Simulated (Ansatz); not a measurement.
Results of Hartree–Fock in Ansatz (plane waves, PAW) for rock-salt EuN.

Input:

Ansatz 0.2 input:
```yaml
crystal:
  lattice:
    - [0.0, 2.5085, 2.5085]
    - [2.5085, 0.0, 2.5085]
    - [2.5085, 2.5085, 0.0]
  atoms:
    - { symbol: Eu, position: [0.0, 0.0, 0.0], spin: 7.0 }
    - { symbol: N, position: [0.5, 0.5, 0.5], spin: 0.0 }
basis:
  ecutwfc: 460
  ecutrho_ratio: 4
  xc_grid: 2
kpoints:
  mp_grid: { grid: [10, 10, 10] }
hamiltonian:
  xc: hf
  dispersion: none
  pseudopotentials: { kind: paw }
scf:
  occupations: { method: fermi_dirac, width: 0.01 }
  convergence: { dr2_threshold: 0.0000000002 }
output:
  forces: true
  stress: true
  eigenvalues: true
magnetization:
  spin_polarized: true
```

The run printed, among other lines:

```
WARN output.stress: scf.exx.energy_threshold = 1e-6 eV is looser than the 2e-8 eV advised for a stress under a hybrid functional (1e-8 eV for each atom of the …
Crystal: 2 atoms, lattice volume = 31.570 Å³
Basis set: ecut = 460 eV, 725 PW (Γ), exchange–correlation on 50×50×50 points (8 copies of the dense FFT grid, shifted against one another)
Bands: 19, of which v1, the nominal top of the filled ones, is band 11 counted from 1 (10 counted from 0)
Symmetry: 48 space group operations
Space group: Fm-3m (ITA 225), of the structure as read, at distance tolerance 3.2e-5 Å
k-points: 47 of 1000
Initial density: superposition of atomic densities (chi_scale 0.1, normalization cell)
Functional: x = pbe(κ = 0.804, μ = 0.2195149727645171), c = none, warm-up for x = 0 pbe(κ = 0.804, μ = 0.2195149727645171) + 1 exact, c = none
spin=Collinear: Kerker preconditioning applied to the charge; magnetization (m = ρ↑ − ρ↓) channel mixes plain (no charge-response kernel on spin).
SCF 1 converged in 19 iterations: F = -9048.489946 eV  dr2 = 5.17e-12
Crystal: 2 atoms, lattice volume = 31.570 Å³
Initial density: handed on by an earlier stage of this run
Functional: x = 0 pbe(κ = 0.804, μ = 0.2195149727645171) + 1 exact, c = none
SCF 2 converged in 9 iterations: F = -9047.603895 eV  dr2 = 9.70e-12
  ...
Crystal: 2 atoms, lattice volume = 31.570 Å³
SCF 13 converged in 6 iterations: F = -9049.633952 eV  dr2 = 8.77e-11
Crystal: 2 atoms, lattice volume = 31.570 Å³
SCF 14 converged in 6 iterations: F = -9049.634410 eV  dr2 = 2.84e-11
Crystal: 2 atoms, lattice volume = 31.570 Å³
SCF 15 converged in 6 iterations: F = -9049.634656 eV  dr2 = 3.69e-12
Crystal: 2 atoms, lattice volume = 31.570 Å³
SCF 16 converged in 6 iterations: F = -9049.634788 eV  dr2 = 1.95e-12
Crystal: 2 atoms, lattice volume = 31.570 Å³
Crystal: 2 atoms, lattice volume = 31.570 Å³
SCF 18 converged in 6 iterations: F = -9049.633675 eV  dr2 = 8.97e-12
Crystal: 2 atoms, lattice volume = 31.570 Å³
SCF 19 converged in 4 iterations: F = -9049.634943 eV  dr2 = 7.05e-11
Crystal: 2 atoms, lattice volume = 31.570 Å³
Crystal: 2 atoms, lattice volume = 31.570 Å³
Crystal: 2 atoms, lattice volume = 31.570 Å³
SCF 22 converged in 8 iterations: F = -9049.634945 eV  dr2 = 8.05e-13
Magnetization: 6.0000 μB (14.0000 up, 8.0000 down)
Free energy (F): -9049.634945 eV
Internal energy: -9049.634854 eV  (E = F + TS)
E sigma→0 (E₀):  -9049.634900 eV
Fermi energy:    13.236260 eV
--- Forces (eV/Å), atoms counted from 1 ---
  atom   1  Eu    -0.00000000     0.00000000     0.00000000
  atom   2  N      0.00000000    -0.00000000    -0.00000000
--- Stress (GPa, compression-positive) ---
       32.824758      -0.000000       0.000000
       -0.000000      32.824758      -0.000000
        0.000000       0.000000      32.824758
  P = ⅓ Tr σ = 32.8248 GPa (328.248 kbar)
```

The PAW data were made under PBE.

The run is spin-polarised with parallel starting moments, which need not be the measured order.

Note: the magnetic order was assumed, not searched for or taken from measurement. Note: the published cell lies under more than 10 GPa at this level: another phase or state, or a fault of the cell, is possible. Note: the state of the 4f shell is in doubt. Note: cell and atoms aren't relaxed at this level (pressure 32.8 GPa).

The result took very roughly 15 core-minutes.

Ansatz is a first-principles code.
